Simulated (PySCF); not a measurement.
Species: C₄H₆O.
InChI=1S/C4H6O/c1-2-4-5-3-1/h1-2H,3-4H2

The closed-shell ground state was solved at several levels (PySCF, density fitting, gas phase, non-relativistic). Isolated species at its PBE0-D3(BJ)/def2-TZVP geometry, gas phase.

| level | basis functions | total energy (Eh) | HOMO (eV) | LUMO (eV) | gap (eV) | dipole (D) |
| --- | --- | --- | --- | --- | --- | --- |
| PBE0/aug-cc-pVTZ | 368 | -231.0334 | -6.77 | -0.04 | 6.73 | 1.56 |
| PBE0/pcSseg-2 | 264 | -231.0373 | -6.76 | 0.26 | 7.02 | 1.62 |
| wB97X-D/aug-cc-pVTZ | 368 | -231.2236 | -8.62 | 0.84 | 9.46 | 1.60 |

Problem. Estimate the row for CAM-B3LYP/aug-cc-pVTZ, a basis of 368 functions; the other rows only guide the guess.

Solution. Total energy -231.1908 Eh, HOMO -8.14 eV, LUMO 0.26 eV, gap 8.40 eV, dipole 1.64 D.

Problem. Over all these levels, which gives the widest orbital gap and which the narrowest?

Solution. wB97X-D/aug-cc-pVTZ (range-separated hybrid) has the widest, 9.46 eV, and PBE0/aug-cc-pVTZ (global hybrid, 25 % exact exchange) the narrowest, 6.73 eV. The two share the basis. From the narrowest to the widest the HOMO moves by -1.85 eV and the LUMO by +0.88 eV.

Problem. How far do the dipole and the HOMO energy spread over the levels?

Solution. The dipole runs from 1.56 to 1.64 D (mean 1.60 D) and the HOMO from -8.62 to -6.76 eV.

wB97X-D is run here without its empirical dispersion term; that term would change no orbital, density or response property at a fixed geometry.
